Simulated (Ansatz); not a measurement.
**UMP2/STO-3G run of AlHSCl (SMILES [SH][Al][Cl])**

What is the energy change on altering one bond length of AlHSCl at UMP2/STO-3G? 

The calculation is run with Ansatz 0.2.0.

73 further runs of the same task are left out: 8 that didn't finish, 65 set aside as unsound or not needed.

## (1) The molecule

AlHSCl: 4 atoms, total charge 0, spin state doublet. As SMILES, `[SH][Al][Cl]`. Geometry: relaxed at PBE0-D4/def2-TZVP.

Bond lengths: S1–Al2 2.193 Å, Al2–Cl3 2.107 Å, S1–H4 1.345 Å. Angles: S1–Al2–Cl3 115.5°, Al2–S1–H4 92.8°.

## (2) A single-point energy at UMP2/STO-3G

Contents of input.yaml:

```yaml
crystal:
  periodic: [false, false, false]
  atoms:
    - symbol: S
      position_ang: [0.439800, 0.984900, -0.744700]
    - symbol: Al
      position_ang: [-0.394100, -0.525900, 0.609100]
    - symbol: Cl
      position_ang: [0.226200, -2.507400, 0.251000]
    - symbol: H
      position_ang: [-0.216400, 1.988100, -0.135600]
basis:
  gaussian:
    orbitals: STO-3G
total_charge: 0
magnetization:
  spin_polarized: true
  initial_magnetization: 1
correlation:
  method: mp2
  frozen_orbitals: {Al: 5, Cl: 5, H: 0, S: 5}
accuracy: high
```

Launch:

```sh
$ ansatz run input.yaml --threads 1 --pin off --max-ram 2610MiB --events-out events.jsonl --progress --plain --runs-dir runs
```

Log:

```text
Warning: RAYON_NUM_THREADS=1 ignored (pool sized by the plan → 1); use --threads N
Functional definition: HF
  name "HF"
  exchange = exact_x
  correlation = 0
501 factors; integrals over basis functions are off by at most 4.8e-9 eV
mean field evaluation 1: about -29588.3131 eV, gradient 1.4e1 eV
mean field evaluation 2: about -29588.3490 eV, gradient 1.4e1 eV
mean field evaluation 4: about -29590.4796 eV, gradient 1.4e0 eV
mean field evaluation 8: about -29590.5365 eV, gradient 2.3e-2 eV
mean field -29590.53649757 eV, -1087.4321590996 hartree, gradient 3.0e-8 eV, S^2 0.758747; 0 other end points of the search recorded, 0 dependent functions left out
15 core orbitals not correlated: weight in the atoms' cores, before any rotation towards them, 0.999 or more for the frozen orbitals, at most 0.000 for the correlated occupied ones
reference -29590.53649757 eV, -1087.4321590996 hartree; 9, 8 occupied and 4, 5 virtual orbitals, 501 factors
second order -1.12841577 eV of doubles, -0.00000000 eV of singles
Total energy: -29591.66491333 eV, -1087.4736276141 hartree
```

Run time: 0.28 s. Hardware: 1 thread of Arm Neoverse V1, shared host.

## (3) The distorted shape

Contents of in.yaml:

```yaml
basis:
  gaussian:
    orbitals: STO-3G
crystal:
  periodic: [false, false, false]
  atoms:
    - {symbol: S, position_ang: [0.603860, 0.734084, -0.896985]}
    - {symbol: Al, position_ang: [-0.230040, -0.776716, 0.456815]}
    - {symbol: Cl, position_ang: [0.390260, -2.758216, 0.098715]}
    - {symbol: H, position_ang: [-0.216400, 1.988100, -0.135600]}
magnetization:
  spin_polarized: true
  initial_magnetization: 1
correlation:
  method: mp2
  frozen_orbitals: {Al: 5, Cl: 5, H: 0, S: 5}
accuracy: high
```

Launch:

```sh
$ ansatz run in.yaml --threads 1 --pin off --max-ram 2610MiB --events-out events.jsonl --progress --plain --runs-dir runs
```

Log:

```text
Warning: RAYON_NUM_THREADS=1 ignored (pool sized by the plan → 1); use --threads N
[... 4 set-up lines as earlier in the session ...]
501 factors; integrals over basis functions are off by at most 9.2e-9 eV
mean field evaluation 1: about -29586.7598 eV, gradient 1.4e1 eV
mean field evaluation 2: about -29586.7901 eV, gradient 1.4e1 eV
mean field evaluation 4: about -29589.0049 eV, gradient 1.5e0 eV
mean field evaluation 8: about -29589.0729 eV, gradient 3.2e-3 eV
mean field evaluation 16: about -29589.0702 eV, gradient 8.9e-9 eV
mean field -29589.07022758 eV, -1087.3782746716 hartree, gradient 9.7e-9 eV, S^2 0.763110; 2 other end points of the search recorded, 0 dependent functions left out
15 core orbitals not correlated: weight in the atoms' cores, before any rotation towards them, 0.999 or more for the frozen orbitals, at most 0.000 for the correlated occupied ones
reference -29589.07022758 eV, -1087.3782746716 hartree; 9, 8 occupied and 4, 5 virtual orbitals, 501 factors
second order -1.43455547 eV of doubles, -0.00000000 eV of singles
Total energy: -29590.50478305 eV, -1087.4309936126 hartree
```

Wall time 0.4 s (1 thread of Arm Neoverse V1, shared host).

## (4) Outcome

Level: UMP2/STO-3G, 15 core orbitals frozen.

```
                                                         quantity           value
                                        first shape: total energy  -1087.47363 Eh
        first shape: correlation energy (15 core orbitals frozen)       -41.5 mEh
                   first shape: ⟨S²⟩ of the reference determinant           0.759
                                    distorted shape: total energy  -1087.43099 Eh
    distorted shape: correlation energy (15 core orbitals frozen)       -52.7 mEh
               distorted shape: ⟨S²⟩ of the reference determinant           0.763
energy change with the S1–H4 bond stretched from 1.345 to 1.681 Å        1.160 eV
```

What this shows: With the S1–H4 bond stretched from 1.345 to 1.681 Å the energy rises by 1.16 eV (112 kJ/mol). The first shape isn't relaxed at this level, so the change isn't measured from a minimum. The minimal basis adds a large error of its own.
